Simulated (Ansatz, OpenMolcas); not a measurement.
**From OpenMolcas to Ansatz**

This OpenMolcas 26.06 job computes SiH2S (SMILES [SiH]S):

calc.inp:
```
* H2SSi Kohn-Sham DFT
&GATEWAY
BasLib=$CurrDir
Coord
4
angstrom
Si      -0.582838      -1.045303      -0.043952
S       -0.129538       0.987897      -0.411652
H        1.017500      -1.190800       0.981400
H       -1.209738       1.275097      -1.161252
Basis=STO-3G
Group=NoSym
&SEWARD
GridInput
Grid=UltraFine
End of Grid
&SCF
UHF
KSDFT=B3LYP
Thresholds=1e-10 1e-07 1e-07 1e-05
Scramble=0.25
PrOrbitals=1 1
```

```bash
$ export MOLCAS_MEM=1860
$ pymolcas calc.inp > calc.log
```

(Basis files named in the input come from the Basis Set Exchange and aren't shown.)

The Si1–H3 distance was set to 1.906 Å, away from the relaxed value.

It gives a total energy of -681.027744 Eh.

Problem. Translate the job to Ansatz 0.2.0 as an input file of the program's own.

Solution. This input was run:

input.yaml:
```yaml
crystal:
  periodic: [false, false, false]
  atoms:
    - {symbol: Si, position_ang: [-0.582838, -1.045303, -0.043952]}
    - {symbol: S, position_ang: [-0.129538, 0.987897, -0.411652]}
    - {symbol: H, position_ang: [1.017500, -1.190800, 0.981400]}
    - {symbol: H, position_ang: [-1.209738, 1.275097, -1.161252]}
basis:
  gaussian:
    orbitals: STO-3G
accuracy: high
hamiltonian:
  xc: {name: B3LYP}
magnetization:
  spin_polarized: true
  initial_magnetization: 0
```

```bash
$ ansatz run input.yaml --threads 1 --pin off --max-ram 2610MiB --events-out events.jsonl --progress --plain --runs-dir runs
```

Its energy is -681.027743 Eh, 0.001 mEh from the first.
